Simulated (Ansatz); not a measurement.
A made-up structure of CHBN, doublet:

| atom | x (Å) | y (Å) | z (Å) |
| --- | --- | --- | --- |
| B1 | 0.7864 | 0.1583 | 0.2281 |
| C2 | -0.6227 | 0.1937 | -0.2122 |
| N3 | 0.6664 | 0.9165 | 1.5747 |
| H4 | 1.5585 | -0.6741 | 0.5497 |

It is relaxed with PBE-D4/def2-SVP and then PBE0-D4/def2-TZVP (Ansatz 0.2.0). Atoms count as bonded within 1.22 times the sum of their covalent radii (H–H: 0.88 Å). The end point is not checked to be a true minimum.

(1) Does its bonding change? (Judge from chemistry; the calculation decides.)

Answers

(1) Computed: Yes. Formed: C2–N3; broken: none.

Where it ends: The first stage lowers the energy by 5.33 eV in 10 steps. It ends as CHBN ([BH]1[C][N]1):
```json
{"atom": "B1", "x (Å)": "0.8608", "y (Å)": "-0.1048", "z (Å)": "0.4541"}
{"atom": "C2", "x (Å)": "-0.4755", "y (Å)": "0.5396", "z (Å)": "0.1591"}
{"atom": "N3", "x (Å)": "0.1984", "y (Å)": "0.9641", "z (Å)": "1.1340"}
{"atom": "H4", "x (Å)": "1.8048", "y (Å)": "-0.8045", "z (Å)": "0.3932"}
```

Labels in which every atom is bracketed show which atoms are joined, not bond orders.

For scale, one of the runs: PBE0-D4/def2-TZVP relaxation, 99 basis functions, launched by `ansatz run in.yaml --threads 2 --pin off --events-out ev --progress --plain --max-ram 4352MiB`. Hardware: 2 CPU threads of an Arm Neoverse V2, shared host. Wall time about 8.5 s.
